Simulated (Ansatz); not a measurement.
# H4Si: the cost of one run

Program: Ansatz 0.2.0, Gaussian basis. Level of theory: PBE0-D4/def2-TZVP structures, single points in def2-TZVPP, no counterpoise correction. These are calculated values, not measurements.

Levels: SPW92, PBE-D4, BLYP-D4, r2SCAN-D4, B97M-V, PBE0-D4, B3LYP-D4, r2SCAN0-D4, BHLYP-D4, CAM-B3LYP-D4, wB97X-V, wB97M-V, B2PLYP, PBE-QIDH, RPA on PBE, Hartree-Fock, MP2, CCSD, CCSD(T).

Cores are frozen in the correlated methods. B3LYP uses VWN-RPA correlation. B2PLYP carries no dispersion term here.

94 further runs of the same task are left out: 94 set aside as unsound or not needed.

### 1 Where the work starts

The complex: 9 atoms, charge 0, spin multiplicity 1.

Atoms are counted from 1 here; the program's logs count them from 0.

Bond lengths: Si1–H2 1.483 Å, Si1–H3 1.494 Å, Si1–H4 1.483 Å, Si1–H5 1.483 Å, H6–N7 1.013 Å, N7–H8 1.013 Å, N7–H9 1.013 Å. Angles: H2–Si1–H3 107.2°, H2–Si1–H4 111.7°, H2–Si1–H5 111.6°, H3–Si1–H4 107.2°, H3–Si1–H5 107.2°, H4–Si1–H5 111.7°, H6–N7–H8 107.3°, H6–N7–H9 107.3°, H8–N7–H9 107.3°.

Geometry (Å):

```csv
atom,x (Å),y (Å),z (Å)
Si1,0.3150,-0.2485,1.3915
H2,1.3807,-0.8849,0.5807
H3,0.6403,-0.5040,2.8272
H4,-1.0108,-0.8575,1.1274
H5,0.2889,1.2220,1.2030
H6,0.4552,0.6414,-2.0153
N7,-0.3429,0.2700,-1.5146
H8,-1.0972,0.9390,-1.6107
H9,-0.6292,-0.5775,-1.9892
```

Its parts: SiH4 holds atoms 1, 2, 3, 4, 5; NH3 holds atoms 6, 7, 8, 9. Each part counts its atoms afresh in its own runs.

### 2 Relaxing SiH4 alone

relax-a/in.yaml

```yaml
crystal:
  periodic: [false, false, false]
  atoms:
    - {symbol: Si, position_ang: [0.314965, -0.248460, 1.391548]}
    - {symbol: H, position_ang: [1.380690, -0.884931, 0.580663]}
    - {symbol: H, position_ang: [0.640291, -0.503973, 2.827195]}
    - {symbol: H, position_ang: [-1.010832, -0.857485, 1.127363]}
    - {symbol: H, position_ang: [0.288872, 1.221975, 1.203018]}
basis:
  gaussian: {orbitals: def2-TZVP}
hamiltonian: {xc: pbe0, dispersion: d4}
relax: {f_tol: 0.005, max_steps: 200}
```

Started as:

```sh
$ ansatz run in.yaml --threads 2 --pin off --events-out ev --progress --plain --max-ram 4352MiB
```

**Question.** How long does this run take on 2 threads of Intel Xeon 6975P-C, shared host?

About 1.2 s.
